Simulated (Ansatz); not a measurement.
Run this with Ansatz 0.2.0, Python API and show what comes out.

Script `ho.py`:
```python
"""How close coupled cluster comes to full CI on HO(-)."""

import ansatz as az

geometry_ang = [
    ("H", (0.0, 0.0, 0.0)),
    ("O", (0.0, 0.0, 1.02)),
]
ho = az.Crystal.molecule()
for symbol, xyz in geometry_ang:
    ho = ho.atom(symbol, xyz)

setup = ho.calculation().basis(gaussian="6-31G").charge(-1)
exact = setup.correlation("fci").run(threads=1, backend="cpu").report
print(f"full CI {exact['free_energy_ev'] / 27.211386246:.7f} Ha over {exact['configurations']['states'][0]['n_determinants']} determinants")
print("natural occupations", [round(n, 4) for n in exact["configurations"]["natural_occupations"]])
print(f"hf       misses {1000 * (exact['reference_energy_ev'] - exact['free_energy_ev']) / 27.211386246:9.3f} mHa")
for method in ["mp2", "ccsd", "ccsd_t", "ccsdt"]:
    e = setup.correlation(method).run(threads=1, backend="cpu").report["free_energy_ev"]
    print(f"{method:8s} misses {1000 * (e - exact['free_energy_ev']) / 27.211386246:9.3f} mHa")
```

Running `python ho.py` prints:
```text
full CI -75.4440151 Ha over 11124 determinants
natural occupations [1.9879, 1.9792, 1.9792, 1.9574, 0.0395, 0.0197, 0.0197, 0.012, 0.0034, 0.0018]
hf       misses   133.342 mHa
mp2      misses     6.537 mHa
ccsd     misses     1.588 mHa
ccsd_t   misses     0.586 mHa
ccsdt    misses     0.511 mHa
```

What to keep in mind:
- Total energies depend on the basis set; only differences at equal settings carry meaning.
- Full CI is exact only within this small basis and its frozen core, at an unrelaxed geometry.
- Anions want diffuse functions, which this basis lacks.
- Finished in 2.1 s on 1 thread of Arm Neoverse N1, on a shared host, peak memory 0.14 GiB.
